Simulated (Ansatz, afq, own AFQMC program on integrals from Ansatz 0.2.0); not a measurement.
Where AFQMC and coupled cluster stand for Al2, singlet

```tsv
atom	x (Å)	y (Å)	z (Å)
Al	0.0000	0.0000	0.0000
Al	0.0000	0.0000	3.0310
```

Basis cc-pVDZ. Noble-gas cores (and the filled d shells of Ga–Kr and In–Xe) are frozen. Ansatz 0.2.0 and our own AFQMC program on the same integrals; the CISD trial comes from CCSD amplitudes, and released means the phaseless constraint is let go. Error bars are statistical, one sigma.

Determinant: RHF, the one that the program's search chose, which needn't be the lowest solution. The geometry is a PBE0/def2-TZVP stationary point of this or a neighbouring charge and spin state.

Full CI on the same integrals is exact in this basis and with this determinant's frozen core.

Cautions: higher spins were not checked; restricted determinant unstable towards unrestricted (UHF 590 meV lower, ⟨S²⟩ 1.13); the released energy hasn't reached full CI (28 meV above it at 1.62 1/Eh, later times being too noisy to tell), so no released level is given (meV from the phaseless value at times in 1/Eh: -10 ± 8 at 0.24, -16 ± 7 at 0.51, -24 ± 7 at 0.99, -16 ± 8 at 1.62, -19 ± 14 at 2.40); CCSDTQ on the UHF determinant differs (230 meV lower), perhaps since the unrestricted series falls towards higher spin.

```
T1 diagnostic                               : 0.0189
weight of the determinant in the CISD state : 0.832
size of the correlated space                : 6 electrons in 26 orbitals
```

Reference: full CI, correlation energy -3.393 eV.

| level | E − E(reference) (kJ/mol) | share of correlation (%) |
| --- | --- | --- |
| HF | 327.4 | 0.00 |
| MP2 | 109.7 | 66.50 |
| CCSD | 14.9 | 95.44 |
| CCSD(T) | 5.4 | 98.35 |
| CCSDT | 1.9 | 99.42 |
| CCSDT(Q) | 0.7 | 99.79 |
| CCSDTQ | 0.1 | 99.97 |
| ph-AFQMC/HF | 6.0 ± 2.9 | 98.16 |
| ph-AFQMC/CISD | 4.3 ± 0.6 | 98.69 |

CCSDT and higher add their correlation energy to the determinant of the CCSD(T) run, since their own runs factorise the integrals more tightly (a shift of under 2 meV). A walk keeps the symmetry of its determinant, which the program's search chose and which needn't be the lowest solution, so a lower state of the same spin and another symmetry isn't excluded.
